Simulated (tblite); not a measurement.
C₃H₅O₂ (doublet state).
SMILES with atom numbers: `[CH3:1][CH:2][O:3][CH:4]=[O:5]` (hydrogens: H6, H7, H8 on C1; H9 on C2; H10 on C4)

The geometry is computed with GFN2-xTB (gas phase). This method treats the open shell by occupation alone, without spin polarisation.

(1) What internal coordinates does the optimisation give?

Results:

(1) 
```tsv
bond	length (Å)
C1–C2	1.473
C2–O3	1.344
O3–C4	1.338
C4=O5	1.205
C1–H6, C1–H7, C1–H8	1.091
C2–H9	1.078
C4–H10	1.098
```

Bonds in one row agree within 0.01 Å and their mean is given. A selection of angles:
```tsv
angle	degrees
C2–C1–H6	109.8
C2–C1–H7	110.9
H6–C1–H7	109.2
H7–C1–H8	106.8
C1–C2–O3	118.3
C1–C2–H9	123.7
O3–C2–H9	118.0
C2–O3–C4	120.4
O3–C4–O5	125.8
O3–C4–H10	108.8
O5–C4–H10	125.4
```

Torsions: C1–C2–O3–C4 180° (antiperiplanar); C2–O3–C4–O5 0° (synperiplanar).

C4 (carbon bonded to 2 O and H) is planar (angles 125.8°, 125.4° and 108.8°, sum 360.0°, 0.00 Å off the plane of its three neighbours). The 3 C–O bonds span 1.205 Å (C4=O5, drawn double) to 1.344 Å (C2–O3, drawn single), a spread of 0.139 Å. O3 (oxygen bonded to 2 C) is bent (angle 120.4°). C2 (carbon bonded to C, O and H) is planar (angles 123.7°, 118.3° and 118.0°, sum 360.0°, 0.00 Å off the plane of its three neighbours). The 5 heavy atoms lie in one plane (0.001 Å rms). Of the pairs four or more bonds apart, O5···H9 is among the closest relative to their van der Waals radii: 2.42 Å, 89 % of the sum of Bondi's values.

Point group: Cs (every atom within 0.08 Å of its image). Its GFN2-xTB frequencies are all real (lowest 68 cm⁻¹). 3 starts were optimised and ended at 0.00, 0.00 and 0.95 kcal/mol (GFN2-xTB); the lowest of these is shown.

One conformer stands for the species.
